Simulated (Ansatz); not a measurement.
`O=C=C(O)F` and `O=C=C(O)O` differ in one atom or group.

Ansatz, PBE0-D4/def2-TZVP geometries, multiplicity 1. Each molecule was computed in one conformer, which needn't be the lowest.

| property | `O=C=C(O)F` |
| --- | --- |
| HOMO–LUMO gap (B3LYP/def2-TZVPP) / eV | 4.19 |
| HOMO energy (PBE0/def2-TZVPP) / eV | -6.61 |
| HOMO–LUMO gap (ωB97M-V/def2-TZVPP) / eV | 9.28 |
| size of the dipole moment (PBE/def2-TZVPP) / D | 1.96 |
| size of the dipole moment (B3LYP/def2-TZVPP) / D | 1.98 |
| zero-point energy (PBE0-D4/def2-TZVP) / kJ/mol | 80.3 |

(1) What does the change do to each property? (Estimate.)

Results:

(1) Computed: 
```json
{"property": "HOMO–LUMO gap (B3LYP/def2-TZVPP) / eV", "`O=C=C(O)O`": "4.45", "shift": "0.26"}
{"property": "HOMO energy (PBE0/def2-TZVPP) / eV", "`O=C=C(O)O`": "-6.30", "shift": "0.31"}
{"property": "HOMO–LUMO gap (ωB97M-V/def2-TZVPP) / eV", "`O=C=C(O)O`": "9.49", "shift": "0.21"}
{"property": "size of the dipole moment (PBE/def2-TZVPP) / D", "`O=C=C(O)O`": "1.91", "shift": "-0.05"}
{"property": "size of the dipole moment (B3LYP/def2-TZVPP) / D", "`O=C=C(O)O`": "1.93", "shift": "-0.05"}
{"property": "zero-point energy (PBE0-D4/def2-TZVP) / kJ/mol", "`O=C=C(O)O`": "112.6", "shift": "32.3"}
```

With PBE0 the HOMO rises by 0.31 eV and the LUMO rises by 0.56 eV, so the gap widens by about 0.25 eV. PBE moves the HOMO by 0.24 eV and ωB97M-V by 0.32 eV. The zero-point energy changes by 32.3 kJ/mol with +3 modes. Dipoles are sizes alone; their direction can turn.

B3LYP here is the variant with VWN-RPA as its local correlation; programs differ in this.
